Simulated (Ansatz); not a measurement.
Tetradymite Bi2Se3 was calculated with B3LYP (VWN-RPA form) (PAW; Ansatz, an electronic-structure program).

Numerical settings: plane-wave cutoff 460 eV, 6×6×6 k mesh, Fermi–Dirac smearing 0.01 eV, scalar-relativistic PAW data made under PBE.

Cell (measured lattice):

```xyz
5
Lattice="-2.0715 1.1960 -9.5453 2.0715 1.1960 -9.5453 0.0000 -2.3920 -9.5453" Properties=species:S:1:pos:R:3 pbc="T T T"
Bi     0.0000     0.0000   -11.4773
Bi     0.0000     0.0000   -17.1587
Se     0.0000     0.0000     0.0000
Se     0.0000     0.0000    -6.0622
Se     0.0000     0.0000   -22.5738
```

Problem. What does this level give for the band gap?

Solution. 
- band gap = 1.02 eV (on the SCF k mesh)

Measured, for comparison: band gap 0.3 eV (temperature not stated, no zero-point or thermal correction; as tabulated in Park and Ryu (2016), arXiv:1610.06451).

Note: cell and atoms aren't relaxed at this level (largest force component 0.02 eV/Å, pressure 4.2 GPa).

Spin–orbit coupling is not included; with these elements it can move the gap by several tenths of an eV or more.

Computed values are for the static lattice.

The result took very roughly 20 core-minutes.
